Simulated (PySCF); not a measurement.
**Neon: a sound run and one with changed settings**

Sound run: Ne [Ne], Ne⁺ [He] 2s2 2p5. All numbers are calculated (PySCF 2.14, scalar relativity by spin-free X2C-1e, in aug-cc-pVDZ-DK (4s3p2d, 23 functions)). The sound run starts from symmetry-adapted Hartree-Fock orbitals and uses a fine grid where one is needed.

Changed run: initial guess atom, at most 3 SCF cycles. This setting is unsound on purpose.

```tsv
species	method	sound run (hartree)	changed run (hartree)	converged
Ne	UHF	-128.63278	-128.63278	no
Ne	PBE0	-128.95888	-128.95888	no
Ne	TPSS	-129.06690	-129.06690	no
Ne⁺	UHF	-127.90409	-127.90392	no
Ne⁺	PBE0	-128.16692	-128.16688	no
Ne⁺	TPSS	-128.27506	-128.27503	no
```

The SCF was stopped early; the energies are upper bounds that still move, and correlated levels were skipped or rest on poor orbitals.
